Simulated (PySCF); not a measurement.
**BH2Cl (SMILES BCl) at M06-2X/STO-3G**

Aim: the energy change on altering one bond length of BH2Cl at M06-2X/STO-3G, from 2 runs. The job is set up through a Python script.

Program for the calculation: PySCF 2.14.0.

10 further runs of the same task are left out: 10 set aside as unsound or not needed.

## 1. The system as given

BH2Cl has 4 atoms, charge 0, and is taken as a singlet. SMILES: `BCl`. The coordinates come from a PBE0-D4/def2-TZVP relaxation.

Bond lengths: B1–Cl2 1.733 Å, B1–H3 1.190 Å, B1–H4 1.190 Å. Angles: Cl2–B1–H3 118.1°, Cl2–B1–H4 118.1°, H3–B1–H4 123.7°.

## 2. A single-point energy at M06-2X/STO-3G

job.py

```python
# BCl
from pyscf import gto, dft

mol = gto.M(
    atom='''
B     -0.220531     0.041007    -0.142296
Cl     2.579476    -0.747009     1.362870
H     -2.090415    -1.057302     0.454290
H     -0.163650     1.649353    -1.713226
''',
    verbose=3,
    charge=0,
    basis='sto-3g',
    unit='bohr',
    max_memory=1860,
)

ks = dft.RKS(mol, xc='m06-2x')
ks.grids.level = 5
ks.conv_tol = 1e-10
ks.kernel()
if not ks.converged:
    ks = ks.newton().run(ks.mo_coeff, ks.mo_occ)

e_tot = ks.e_tot
print('Final energy', e_tot)
```

Started as:

```bash
OMP_NUM_THREADS=1 python job.py
```

The log of the run:

```text
converged SCF energy = -480.9545050403
Final energy -480.9545050403
```

Run time: 2.5 s. Hardware: 1 thread of Arm Neoverse V1, shared host; peak memory 0.19 GiB.

## 3. The distorted shape, same level

run.py

```python
from pyscf import gto, dft

mol = gto.Mole()
mol.atom = 'B -0.857556 0.230202 -0.473553; Cl 1.365000 -0.395300 0.721200; H -1.847056 -0.350998 -0.157853; H -0.827456 1.081302 -1.304853'
mol.verbose = 3
mol.basis = 'sto-3g'
mol.max_memory = 1860
mol.charge = 0
mol.build()

calc0 = dft.RKS(mol, xc='m06-2x')
calc0.grids.level = 5
calc0.conv_tol = 1e-10
calc0.kernel()
if not calc0.converged:
    calc0 = calc0.newton().run(calc0.mo_coeff, calc0.mo_occ)

energy = calc0.e_tot
print('Final energy', energy)
```

Started as:

```bash
OMP_NUM_THREADS=1 python run.py
```

The log of the run:

```text
converged SCF energy = -480.815689842992
Final energy -480.8156898429924
```

It took 3 s on 1 thread of Arm Neoverse V1, shared host; peak memory 0.19 GiB.

## 4. Results

Level: M06-2X/STO-3G.

```
                                                          quantity          value
                                         first shape: total energy  -480.95451 Eh
                                        first shape: dipole moment         1.12 D
                                          first shape: HOMO energy       -8.49 eV
                                          first shape: LUMO energy        1.75 eV
                                        first shape: HOMO–LUMO gap       10.25 eV
                                     distorted shape: total energy  -480.81569 Eh
                                    distorted shape: dipole moment         4.06 D
                                      distorted shape: HOMO energy       -6.82 eV
                                      distorted shape: LUMO energy        0.21 eV
                                    distorted shape: HOMO–LUMO gap        7.03 eV
energy change with the B1–Cl2 bond stretched from 1.733 to 2.600 Å       3.777 eV
```

With the B1–Cl2 bond stretched from 1.733 to 2.600 Å the energy rises by 3.78 eV (87 kcal/mol). The first shape isn't relaxed at this level, so the change isn't measured from a minimum. The minimal basis adds a large error of its own.
